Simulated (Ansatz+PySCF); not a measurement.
Results of a calculation; reference values are marked as such.
## Ansatz (development build ahead of 0.2.0) run

```yaml
crystal:
  periodic: [false, false, false]
  atoms:
    - { symbol: C, position_ang: [0.0, 0.0, -0.25027] }
    - { symbol: H, position_ang: [0.0, 0.0, 1.50162] }
basis:
  gaussian: { orbitals: "6-31G" }
magnetization:
  initial_magnetization: 1
hamiltonian:
  xc: hf
correlation:
  method: mp2
  frozen_orbitals: { C: 1, H: 0 }
scf:
  omitted_lower_state_checks: [atomic_configurations, cluster_reference, orbital_swaps, given_window_search, neighbouring_geometries, increment]
```

The input is written out in the form of the current development build from the run's settings. Correlation on restricted open-shell orbitals is semicanonical, with singles.

Output:

```
Converged                                                          : yes
Reference energy                                                   : -38.17054 hartree
Correlation energy                                                 : -0.05834 hartree
Total energy                                                       : -38.22888 hartree
Spin squared of the determinant                                    : 0.750
Occupied orbitals by symmetry in an Abelian subgroup (alpha; beta) : 3 A1 1 B1; 3 A1
```

Caution: bonds are stretched, where a single reference can fail.
